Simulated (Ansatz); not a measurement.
A made-up structure of CH4AlN, closed shell:

| atom | x (Å) | y (Å) | z (Å) |
| --- | --- | --- | --- |
| C1 | -0.5628 | 0.0433 | -0.6312 |
| N2 | -0.1835 | 0.4179 | 0.7785 |
| Al3 | 1.0979 | -0.5330 | 0.1377 |
| H4 | 0.0816 | 1.0247 | 1.5543 |
| H5 | -0.6309 | 0.8761 | -1.3353 |
| H6 | -0.7943 | 0.9786 | 1.3459 |
| H7 | 2.5045 | -1.1692 | 0.4287 |

It is relaxed with PBE-D4/def2-SVP and then PBE0-D4/def2-TZVP (Ansatz 0.2.0). Atoms count as bonded within 1.22 times the sum of their covalent radii (H–H: 0.88 Å). The end point is not checked to be a true minimum.

(1) Does its bonding change? (A judgement: the text doesn't fix the answer.)

## Answers

(1) The calculation gives: No: no bond forms or breaks.

Where it ends: The first stage lowers the energy by 4.85 eV in 11 steps. It ends as CH₄AlN ([CH]1[NH2][AlH]1):
| atom | x (Å) | y (Å) | z (Å) |
| --- | --- | --- | --- |
| C1 | -0.1576 | 0.3445 | -0.5956 |
| N2 | -0.1192 | 0.6334 | 0.9014 |
| Al3 | 1.1714 | -0.6136 | 0.0387 |
| H4 | 0.0943 | 1.5928 | 1.1566 |
| H5 | -0.9049 | 0.8288 | -1.2050 |
| H6 | -0.9377 | 0.3387 | 1.4252 |
| H7 | 2.3661 | -1.4863 | 0.5571 |

Labels in which every atom is bracketed show which atoms are joined, not bond orders.

For scale, one of the runs: PBE0-D4/def2-TZVP relaxation, 123 basis functions, launched by `ansatz run in.yaml --threads 2 --pin off --events-out ev --progress --plain --max-ram 4352MiB`. The run took about 14 s on 2 CPU threads of an Arm Neoverse V2 (shared host).
